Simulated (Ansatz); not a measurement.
# Fluorite CeO2

Level of theory: r²SCAN in Ansatz (plane waves, PAW).

Run with plane-wave cutoff 600 eV, 8×8×8 k mesh, finite displacements, no spin polarisation, scalar-relativistic PAW data made under PBE.

Cell: measured lattice: a = 5.4097 Å, b = 5.4097 Å, c = 5.4097 Å, α = 90.00°, β = 90.00°, γ = 90.00°.

```yaml
high_frequency_dielectric_constant: 6.88
dielectric constant ε0 (ions relaxed): 27.0
```

Measured, for comparison: high-frequency dielectric constant 5.31 (temperature not stated, not corrected to a static lattice; as tabulated in Toward a consistent prediction of defect chemistry in CeO2 (PMC9835833)). Computed (rounded) less measured: high-frequency dielectric constant +30 %.

Note: the cell isn't this level's own, so it is under some stress, which shifts stiffness and frequencies.

Spin–orbit coupling is not included.

The result took roughly 8 core-minutes.

Ansatz is a program for electronic structure.
